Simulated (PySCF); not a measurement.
# [AlH4]− (SMILES [AlH4-]) at 6 levels

We compute a comparison of 6 runs (PBE0/STO-3G, r2SCAN/STO-3G, MP2/STO-3G, BCCD(T)/STO-3G, QCISD(T)/STO-3G, CISD/STO-3G) of [AlH4]−. 

The calculation is run with PySCF 2.14.0.

11 further runs of the same task are left out: 11 set aside as unsound or not needed.

## 1. Starting point

The species is [AlH4]− (5 atoms), meant as a singlet with charge -1. SMILES: `[AlH4-]`. The Al1–H2 distance was set to 1.953 Å, away from the relaxed value.

Bond lengths: Al1–H3 1.628 Å, Al1–H4 1.628 Å, Al1–H5 1.627 Å. Angles: H3–Al1–H4 109.5°, H3–Al1–H5 109.4°, H4–Al1–H5 109.6°.

## 2. The energy at PBE0/STO-3G (run 1)

Contents of job.py:

```python
from pyscf import gto, dft

system = gto.M(
    atom='''
Al    -0.288760     0.100938    -0.112591
H      1.443510    -0.504270     0.556410
H     -1.471710    -0.503622     0.827619
H     -0.492580    -0.416252    -1.642221
H     -0.345410     1.726728    -0.075261
''',
    charge=-1,
    verbose=4,
    basis='sto-3g',
    max_memory=1860,
)

calc0 = dft.RKS(system)
calc0.xc = 'pbe0'
calc0.grids.level = 5
calc0.conv_tol = 1e-10
calc0.kernel()
if not calc0.converged:
    calc0 = calc0.newton().run(calc0.mo_coeff, calc0.mo_occ)

etot = calc0.e_tot
print('E(%s) = %.9f' % ('PBE0', etot))
```

The run is started by

```sh
$ OMP_NUM_THREADS=1 python job.py
```

Standard output:

```text
PySCF version 2.14.0

[... 66 lines left out ...]
converged SCF energy = -241.586044785018
E(PBE0) = -241.586044785
```

It took 1.8 s on 1 thread of Arm Neoverse V1, shared host; peak memory 0.17 GiB.

## 3. The energy at r2SCAN/STO-3G (run 2)

Contents of run.py:

```python
from pyscf import gto, dft

mol = gto.Mole()
mol.atom = [
    ('Al', (-0.288760, 0.100938, -0.112591)),
    ('H', (1.443510, -0.504270, 0.556410)),
    ('H', (-1.471710, -0.503622, 0.827619)),
    ('H', (-0.492580, -0.416252, -1.642221)),
    ('H', (-0.345410, 1.726728, -0.075261)),
]
mol.charge = -1
mol.basis = 'sto-3g'
mol.spin = 0
mol.verbose = 4
mol.max_memory = 1860
mol.build()

calc0 = dft.RKS(mol)
calc0.xc = 'r2scan'
calc0.grids.level = 5
calc0.conv_tol = 1e-10
calc0.kernel()
if not calc0.converged:
    calc0 = calc0.newton().run(calc0.mo_coeff, calc0.mo_occ)

e_tot = calc0.e_tot
print('E = %.10f Eh' % e_tot)
```

The run is started by

```sh
$ OMP_NUM_THREADS=1 python run.py
```

Standard output:

```text
PySCF version 2.14.0

[... 70 lines left out ...]
converged SCF energy = -241.682077903927
E = -241.6820779039 Eh
```

It took 2.3 s on 1 thread of Arm Neoverse V1, shared host; peak memory 0.17 GiB.

Runs 3 to 5 aren't shown in full; the table further down has their settings and results.

## 4. A single-point energy at CISD/STO-3G (run 6)

Contents of calc.py:

```python
from pyscf import gto, ci

system = gto.M(
    atom='''
Al    -0.545677     0.190745    -0.212766
H      2.727839    -0.952932     1.051463
H     -2.781129    -0.951708     1.563973
H     -0.930841    -0.786602    -3.103348
H     -0.652730     3.263043    -0.142223
''',
    verbose=4,
    unit='bohr',
    max_memory=1860,
    charge=-1,
    basis='sto-3g',
)

mf = system.RHF()
mf.conv_tol = 1e-10
mf.kernel()
if not mf.converged:
    mf = mf.newton().run(mf.mo_coeff, mf.mo_occ)

cisd = ci.CISD(mf, frozen=5)
cisd.kernel()
e_final = cisd.e_tot
print('E = %.10f Eh' % e_final)
```

The run is started by

```sh
$ OMP_NUM_THREADS=1 python calc.py
```

Standard output:

```text
PySCF version 2.14.0

[INPUT] num. atoms = 5
[INPUT] num. electrons = 18
[INPUT] charge = -1
[INPUT] spin (= nelec alpha-beta = 2S) = 0
[INPUT] symmetry False subgroup None
[INPUT] Mole.unit = bohr
[INPUT] Symbol           X                Y                Z      unit          X                Y                Z       unit  Magmom
[INPUT]  1 Al    -0.288759832923   0.100937907097  -0.112590918459 AA   -0.545677000000   0.190745000000  -0.212766000000 Bohr   0.0
[INPUT]  2 H      1.443510233859  -0.504269897956   0.556410257726 AA    2.727839000000  -0.952932000000   1.051463000000 Bohr   0.0
[INPUT]  3 H     -1.471710087429  -0.503622185050   0.827618870094 AA   -2.781129000000  -0.951708000000   1.563973000000 Bohr   0.0
[INPUT]  4 H     -0.492579844190  -0.416251852464  -1.642221039154 AA   -0.930841000000  -0.786602000000  -3.103348000000 Bohr   0.0
[INPUT]  5 H     -0.345409840884   1.726727993852  -0.075261170469 AA   -0.652730000000   3.263043000000  -0.142223000000 Bohr   0.0

nuclear repulsion = 17.342910564677
number of shells = 9
number of NR pGTOs = 39
number of NR cGTOs = 13
basis = sto-3g
ecp = {}

******** <class 'pyscf.scf.hf.RHF'> ********
method = RHF
initial guess = minao
damping factor = 0
level_shift factor = 0
DIIS = <class 'pyscf.scf.diis.CDIIS'>
diis_start_cycle = 1
diis_space = 8
diis_damp = 0
SCF conv_tol = 1e-10
SCF conv_tol_grad = None
SCF max_cycles = 50
direct_scf = True
direct_scf_tol = 1e-13
Set gradient conv threshold to 1e-05
Initial guess from minao.
init E= -240.465404310943
  HOMO = -0.250279545948274  LUMO = 0.261264806263719  gap/eV = 13.91983
cycle= 1 E= -241.091095802249  delta_E= -0.626  |g|= 0.118  |ddm|= 1.92
  HOMO = -0.00030288430283909  LUMO = 0.698094921729938  gap/eV = 19.00437
cycle= 2 E= -241.100356443114  delta_E= -0.00926  |g|= 0.0315  |ddm|= 0.238
  HOMO = -0.010450523826588  LUMO = 0.701251092424149  gap/eV = 19.36639
cycle= 3 E= -241.101058085648  delta_E= -0.000702  |g|= 0.000617  |ddm|= 0.0847
  HOMO = -0.00927096076342782  LUMO = 0.701199507345656  gap/eV = 19.33289
cycle= 4 E= -241.101058337877  delta_E= -2.52e-07  |g|= 6.35e-05  |ddm|= 0.00148
  HOMO = -0.00925400492198247  LUMO = 0.7012637254302  gap/eV = 19.33417
cycle= 5 E= -241.101058340186  delta_E= -2.31e-09  |g|= 7.01e-06  |ddm|= 0.000135
  HOMO = -0.00925813736450321  LUMO = 0.701265539800485  gap/eV = 19.33433
cycle= 6 E= -241.101058340213  delta_E= -2.7e-11  |g|= 6.37e-07  |ddm|= 1.37e-05
  HOMO = -0.00925789985285619  LUMO = 0.701265043485783  gap/eV = 19.33431
Extra cycle  E= -241.101058340213  delta_E= -1.71e-13  |g|= 1.21e-07  |ddm|= 1.22e-06
converged SCF energy = -241.101058340213

******** <class 'pyscf.ci.cisd.RCISD'> ********
CISD nocc = 4, nmo = 8
frozen orbitals 5
max_cycle = 50
direct = 0
conv_tol = 1e-09
max_cycle = 50
max_space = 12
lindep = 0
nroots = 1
Init t2, MP2 energy = -0.0453268828294744
RCISD converged
E(RCISD) = -241.1657096161586  E_corr = -0.06465127594529618
E = -241.1657096162 Eh
```

Wall time 0.77 s (1 thread of Arm Neoverse V1, shared host); peak memory 0.12 GiB.

## 5. The series

| run | level | integration grid | frozen core orbitals | energy (Eh) | HOMO energy (eV) | LUMO energy (eV) | HOMO–LUMO gap (eV) | wall time |
| --- | --- | --- | --- | --- | --- | --- | --- | --- |
| 1 | PBE0/STO-3G | 5 | – | -241.586045 | 2.98 | 14.72 | 11.74 | 1.8 s |
| 2 | r2SCAN/STO-3G | 5 | – | -241.682078 | 3.93 | 13.82 | 9.90 | 2.3 s |
| 3 | MP2/STO-3G | – | 5 | -241.146385 | -0.25 | 19.08 | 19.33 | 0.77 s |
| 4 | BCCD(T)/STO-3G | – | 5 | -241.168328 | – | – | – | 0.97 s |
| 5 | QCISD(T)/STO-3G | – | 5 | -241.168447 | -0.25 | 19.08 | 19.33 | 0.72 s |
| 6 | CISD/STO-3G | – | 5 | -241.165710 | -0.25 | 19.08 | 19.33 | 0.77 s |

## 6. Summary of results

```
                                                    quantity          value
                                         run 6: total energy  -241.16571 Eh
                  run 6: HOMO energy (Hartree–Fock orbitals)       -0.25 eV
                  run 6: LUMO energy (Hartree–Fock orbitals)       19.08 eV
run 6: HOMO–LUMO gap (to an unbound level, set by the basis)       19.33 eV
          run 6: correlation energy (5 core orbitals frozen)      -64.7 mEh
```

In words: Totals of different functionals can't be ranked against each other. In runs 1, 2 the HOMO lies above zero, so the outermost electron may be held by the basis alone. In runs 1, 2, 3, 4, 5, 6 the basis is minimal, so the values are rough. All runs together took 7.3 s, the longest 2.3 s.
